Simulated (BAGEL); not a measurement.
# A workflow on doublet C2HF2NO+

We compute a series of 9 runs (ROHF/cc-pVDZ, HF/cc-pV(D+d)Z, ROHF/cc-pV(D+d)Z, HF/cc-pVTZ, ROHF/cc-pVTZ, HF/cc-pV(T+d)Z, ROHF/cc-pV(T+d)Z, HF/cc-pVQZ, and more) of C2HF2NO. 

The calculation is run with BAGEL 1.2.2.

1 further run of the same task is left out (set aside as unsound or not needed).

## 1. The molecule

The species is C2HF2NO+ (7 atoms), meant as a doublet with charge +1. As SMILES of the parent species, `Fc1[nH]oc1F`. The shape is that of a GFN2-xTB optimisation. That shape belongs to the parent species and isn't relaxed for this state.

Bond lengths: F1–C2 1.319 Å, C2–N3 1.419 Å, N3–O4 1.427 Å, C2–C5 1.338 Å, O4–C5 1.391 Å, C5–F6 1.312 Å, N3–H7 1.018 Å. Angles: F1–C2–N3 128.1°, F1–C2–C5 141.0°, N3–C2–C5 90.7°, C2–N3–O4 87.9°, N3–O4–C5 88.3°, C2–C5–O4 92.8°, C2–C5–F6 142.5°, O4–C5–F6 124.6°, C2–N3–H7 120.3°, O4–N3–H7 111.8°.

## 2. A single-point energy at ROHF/cc-pVDZ (density fitting with tzvpp-jkfit, property ionisation energy) (run 1)

Input file calc.json:

```json
{ "bagel" : [

{
  "title" : "molecule",
  "basis" : "cc-pvdz.json",
  "df_basis" : "tzvpp-jkfit",
  "angstrom" : true,
  "geometry" : [
    { "atom" : "F", "xyz" : [    0.120450,   -1.805560,    0.872570 ] },
    { "atom" : "C", "xyz" : [    0.080010,   -0.612430,    0.310560 ] },
    { "atom" : "N", "xyz" : [    0.112150,   -0.293040,   -1.072120 ] },
    { "atom" : "O", "xyz" : [    0.031640,    1.083440,   -0.703370 ] },
    { "atom" : "C", "xyz" : [    0.095690,    0.686870,    0.628630 ] },
    { "atom" : "F", "xyz" : [    0.216040,    1.507340,    1.644710 ] },
    { "atom" : "H", "xyz" : [   -0.655980,   -0.566620,   -1.680980 ] }
  ]
},
{
  "title" : "rohf",
  "charge" : 1,
  "nopen" : 1
},
{
  "title" : "print",
  "file" : "orbitals.molden",
  "orbitals" : true
}

]}
```

The basis set cc-pVDZ is read from a file made from the Basis Set Exchange's data (not shown).

Run with:

```
$ BAGEL_NUM_THREADS=1 BAGEL calc.json > calc.out
```

Standard output:

```text
* using 1 threads per process

  ===============================================================
  ===============================================================

  *** Geometry ***

  { "atom" : "F", "xyz" : [      0.227618,     -3.412014,      1.648918 ] },
  { "atom" : "C", "xyz" : [      0.151197,     -1.157325,      0.586873 ] },
  { "atom" : "N", "xyz" : [      0.211933,     -0.553765,     -2.026013 ] },
  { "atom" : "O", "xyz" : [      0.059791,      2.047405,     -1.329177 ] },
  { "atom" : "C", "xyz" : [      0.180828,      1.297996,      1.187939 ] },
  { "atom" : "F", "xyz" : [      0.408256,      2.848460,      3.108051 ] },
  { "atom" : "H", "xyz" : [     -1.239623,     -1.070757,     -3.176592 ] },

  Number of auxiliary basis functions:      476

  Since a DF basis is specified, we compute 2- and 3-index integrals:
    o Being stored without compression. Storage requirement is 0.030 GB

  Number of basis functions:       89
  Number of electrons      :       46

    * METHOD: MOLECULE                             0.81

  *** Open-shell HF ***

  === Nuclear Repulsion ===
   234.3636002308

      * DIIS with orbital gradients will be used.

  === ROHF iteration (cc-pvdz.json) ===
      0       -403.76574276          0.03708331           0.51
      1       -403.90163462          0.02880445           0.47
      2       -403.96330356          0.01997245           0.39
      3       -404.02763772          0.00128336           0.53
      4       -404.02815227          0.00062100           0.35
      5       -404.02830686          0.00024251           0.64
      6       -404.02834787          0.00010532           1.07
      7       -404.02836321          0.00005702           0.61
      8       -404.02836911          0.00002895           0.80
      9       -404.02837211          0.00001869           0.92
     10       -404.02837288          0.00001091           1.05
     11       -404.02837341          0.00000694           0.65
     12       -404.02837351          0.00000341           0.52
     13       -404.02837366          0.00000191           0.60
     14       -404.02837363          0.00000106           1.03
     15       -404.02837363          0.00000053           0.90
     16       -404.02837363          0.00000022           0.46
     17       -404.02837364          0.00000014           0.45
     18       -404.02837364          0.00000006           0.59
     19       -404.02837364          0.00000003           0.47
     20       -404.02837364          0.00000001           0.50
     21       -404.02837364          0.00000001           0.48
    * SCF iteration converged.

    * S^2 (ROHF) is 0.7500

    * Permanent dipole moment:
           (    0.606602,     0.481438,     0.419147) a.u.

    * METHOD: ROHF                                15.07

    * METHOD: PRINT                                0.06

  ===============================================================
```

Run time: 17 s. Hardware: 1 thread of Intel Xeon at 2.50GHz (Skylake/Cascade Lake), shared host; peak memory 0.12 GiB.

## 3. Singlet neutral C2HF2NO: a single-point energy at HF/cc-pV(D+d)Z (density fitting with tzvpp-jkfit, property ionisation energy) (run 2)

Input file job.json:

```json
{ "bagel": [

{
  "title": "molecule",
  "basis": "cc-pv_d+d_z.json",
  "df_basis": "tzvpp-jkfit",
  "angstrom": "true",
  "geometry": [
    { "atom": "F", "xyz": [    0.120450,   -1.805560,    0.872570 ] },
    { "atom": "C", "xyz": [    0.080010,   -0.612430,    0.310560 ] },
    { "atom": "N", "xyz": [    0.112150,   -0.293040,   -1.072120 ] },
    { "atom": "O", "xyz": [    0.031640,    1.083440,   -0.703370 ] },
    { "atom": "C", "xyz": [    0.095690,    0.686870,    0.628630 ] },
    { "atom": "F", "xyz": [    0.216040,    1.507340,    1.644710 ] },
    { "atom": "H", "xyz": [   -0.655980,   -0.566620,   -1.680980 ] }
  ]
},
{
  "title": "hf"
},
{
  "title": "print",
  "file": "orbitals.molden",
  "orbitals": "true"
}

]}
```

The basis set cc-pV(D+d)Z is read from a file made from the Basis Set Exchange's data (not shown).

Run with:

```
$ BAGEL_NUM_THREADS=1 BAGEL job.json > job.out
```

Standard output:

```text
* using 1 threads per process

  ===============================================================
  ===============================================================

  *** Geometry ***

  { "atom" : "F", "xyz" : [      0.227618,     -3.412014,      1.648918 ] },
  { "atom" : "C", "xyz" : [      0.151197,     -1.157325,      0.586873 ] },
  { "atom" : "N", "xyz" : [      0.211933,     -0.553765,     -2.026013 ] },
  { "atom" : "O", "xyz" : [      0.059791,      2.047405,     -1.329177 ] },
  { "atom" : "C", "xyz" : [      0.180828,      1.297996,      1.187939 ] },
  { "atom" : "F", "xyz" : [      0.408256,      2.848460,      3.108051 ] },
  { "atom" : "H", "xyz" : [     -1.239623,     -1.070757,     -3.176592 ] },

  Number of auxiliary basis functions:      476

  Since a DF basis is specified, we compute 2- and 3-index integrals:
    o Being stored without compression. Storage requirement is 0.030 GB

  Number of basis functions:       89
  Number of electrons      :       46

    * METHOD: MOLECULE                             1.43

  *** RHF ***

  === Nuclear Repulsion ===
   234.3636002308

      * DIIS with orbital gradients will be used.

  === RHF iteration (cc-pv_d+d_z.json) ===
      0       -404.16117592          0.01404051           0.73
      1       -404.28756823          0.00955536           1.24
      2       -404.34771928          0.00127326           0.50
      3       -404.34977228          0.00039498           0.18
      4       -404.34992589          0.00014806           0.30
      5       -404.34995623          0.00005623           0.29
      6       -404.34996194          0.00002574           0.34
      7       -404.34996311          0.00000913           0.21
      8       -404.34996322          0.00000430           0.40
      9       -404.34996326          0.00000179           0.29
     10       -404.34996326          0.00000073           0.34
     11       -404.34996326          0.00000035           0.47
     12       -404.34996326          0.00000017           0.32
     13       -404.34996326          0.00000007           0.33
     14       -404.34996326          0.00000003           0.37
     15       -404.34996326          0.00000001           0.37
     16       -404.34996326          0.00000001           0.18
    * SCF iteration converged.

    * Permanent dipole moment:
           (    0.503072,     0.375589,     0.241800) a.u.

    * METHOD: HF                                   8.28

    * METHOD: PRINT                                0.05

  ===============================================================
```

Wall time 11 s (1 thread of Intel Xeon at 2.50GHz (Skylake/Cascade Lake), shared host); peak memory 0.12 GiB.

Runs 3 to 8 aren't shown in full; the table further down has their settings and results.

## 4. Singlet neutral C2HF2NO: the energy at HF/cc-pV(Q+d)Z (density fitting with tzvpp-jkfit, property ionisation energy) (run 9)

Input file input.json:

```json
{ "bagel": [

{
  "title": "molecule",
  "basis": "cc-pv_q+d_z.json",
  "df_basis": "tzvpp-jkfit",
  "angstrom": true,
  "geometry": [
    { "atom": "F", "xyz": [    0.120450,   -1.805560,    0.872570 ] },
    { "atom": "C", "xyz": [    0.080010,   -0.612430,    0.310560 ] },
    { "atom": "N", "xyz": [    0.112150,   -0.293040,   -1.072120 ] },
    { "atom": "O", "xyz": [    0.031640,    1.083440,   -0.703370 ] },
    { "atom": "C", "xyz": [    0.095690,    0.686870,    0.628630 ] },
    { "atom": "F", "xyz": [    0.216040,    1.507340,    1.644710 ] },
    { "atom": "H", "xyz": [   -0.655980,   -0.566620,   -1.680980 ] }
  ]
},
{
  "title": "hf"
},
{
  "title": "print",
  "file": "orbitals.molden",
  "orbitals": true
}

]}
```

The basis set cc-pV(Q+d)Z is read from a file made from the Basis Set Exchange's data (not shown).

Run with:

```
$ BAGEL_NUM_THREADS=1 BAGEL input.json > input.out
```

Standard output:

```text
* using 1 threads per process

  ===============================================================
  ===============================================================

  *** Geometry ***

  { "atom" : "F", "xyz" : [      0.227618,     -3.412014,      1.648918 ] },
  { "atom" : "C", "xyz" : [      0.151197,     -1.157325,      0.586873 ] },
  { "atom" : "N", "xyz" : [      0.211933,     -0.553765,     -2.026013 ] },
  { "atom" : "O", "xyz" : [      0.059791,      2.047405,     -1.329177 ] },
  { "atom" : "C", "xyz" : [      0.180828,      1.297996,      1.187939 ] },
  { "atom" : "F", "xyz" : [      0.408256,      2.848460,      3.108051 ] },
  { "atom" : "H", "xyz" : [     -1.239623,     -1.070757,     -3.176592 ] },

  Number of auxiliary basis functions:      476

  Since a DF basis is specified, we compute 2- and 3-index integrals:
    o Being stored without compression. Storage requirement is 0.494 GB

  Number of basis functions:      360
  Number of electrons      :       46

    * METHOD: MOLECULE                             4.67

  *** RHF ***

  === Nuclear Repulsion ===
   234.3636002308

      * DIIS with orbital gradients will be used.

  === RHF iteration (cc-pv_q+d_z.json) ===
      0       -404.27284842          0.00962034           1.51
      1       -404.42795527          0.00652741           1.87
      2       -404.50806810          0.00093736           1.56
      3       -404.51057616          0.00030792           1.41
      4       -404.51078376          0.00008614           1.77
      5       -404.51081138          0.00003581           1.78
      6       -404.51081603          0.00001793           1.70
      7       -404.51081728          0.00000502           1.45
      8       -404.51081738          0.00000262           1.69
      9       -404.51081740          0.00000101           1.54
     10       -404.51081741          0.00000038           1.63
     11       -404.51081741          0.00000019           1.49
     12       -404.51081741          0.00000009           1.54
     13       -404.51081741          0.00000004           1.37
     14       -404.51081741          0.00000002           1.37
     15       -404.51081741          0.00000001           1.86
    * SCF iteration converged.

    * Permanent dipole moment:
           (    0.481171,     0.341844,     0.254219) a.u.

    * METHOD: HF                                  28.79

    * METHOD: PRINT                                0.29

  ===============================================================
```

Wall time 35 s (1 thread of Intel Xeon at 2.50GHz (Skylake/Cascade Lake), shared host); peak memory 0.7 GiB.

## 5. Overview of the runs

| run | level | integral approximation | partner | energy (Eh) | wall time |
| --- | --- | --- | --- | --- | --- |
| 1 | ROHF/cc-pVDZ (density fitting with tzvpp-jkfit, property ionisation energy) | tzvpp-jkfit | cation | -404.028374 | 17 s |
| 2 | HF/cc-pV(D+d)Z (density fitting with tzvpp-jkfit, property ionisation energy) | tzvpp-jkfit | base | -404.349963 | 11 s |
| 3 | ROHF/cc-pV(D+d)Z (density fitting with tzvpp-jkfit, property ionisation energy) | tzvpp-jkfit | cation | -404.028374 | 20 s |
| 4 | HF/cc-pVTZ (density fitting with tzvpp-jkfit, property ionisation energy) | tzvpp-jkfit | base | -404.479796 | 19 s |
| 5 | ROHF/cc-pVTZ (density fitting with tzvpp-jkfit, property ionisation energy) | tzvpp-jkfit | cation | -404.160199 | 40 s |
| 6 | HF/cc-pV(T+d)Z (density fitting with tzvpp-jkfit, property ionisation energy) | tzvpp-jkfit | base | -404.479796 | 14 s |
| 7 | ROHF/cc-pV(T+d)Z (density fitting with tzvpp-jkfit, property ionisation energy) | tzvpp-jkfit | cation | -404.160199 | 39 s |
| 8 | HF/cc-pVQZ (density fitting with qzvpp-jkfit, property ionisation energy) | qzvpp-jkfit | base | -404.510817 | 37 s |
| 9 | HF/cc-pV(Q+d)Z (density fitting with tzvpp-jkfit, property ionisation energy) | tzvpp-jkfit | base | -404.510817 | 35 s |

## 6. Summary of results

| quantity | value |
| --- | --- |
| singlet neutral C2HF2NO, run 9: total energy | -404.51082 Eh |
| singlet neutral C2HF2NO, run 9: dipole moment | 1.63 D |
| singlet neutral C2HF2NO, run 9: HOMO energy | -9.87 eV |
| singlet neutral C2HF2NO, run 9: LUMO energy | 3.10 eV |
| singlet neutral C2HF2NO, run 9: HOMO–LUMO gap | 12.97 eV |
| vertical ionisation energy (to the doublet cation), HF/cc-pV(D+d)Z | 8.751 eV |
| vertical ionisation energy (to the doublet cation), HF/cc-pVTZ | 8.697 eV |
| vertical ionisation energy (to the doublet cation), HF/cc-pV(T+d)Z | 8.697 eV |

What this shows: At HF/cc-pV(D+d)Z: removing an electron at fixed nuclei costs 8.75 eV (202 kcal/mol). The negative HOMO energy of the first species, 9.77 eV, lies 1.02 eV above that difference. At HF/cc-pVTZ: removing an electron at fixed nuclei costs 8.70 eV (201 kcal/mol). The negative HOMO energy of the first species, 9.82 eV, lies 1.12 eV above that difference. At HF/cc-pV(T+d)Z: removing an electron at fixed nuclei costs 8.70 eV (839 kJ/mol). −ε(HOMO) before ionisation, 9.82 eV, is 1.12 eV above this ionisation energy. Over runs 2, 4, 6, 8, 9 the dipole moment (its size) runs from 1.63 D (HF/cc-pVQZ) to 1.71 D (HF/cc-pV(D+d)Z). Over runs 2, 4, 6, 8, 9 the HOMO–LUMO gap runs from 12.97 eV (HF/cc-pVQZ) to 14.58 eV (HF/cc-pV(D+d)Z). All runs together took 3.9 min, the longest 40 s.
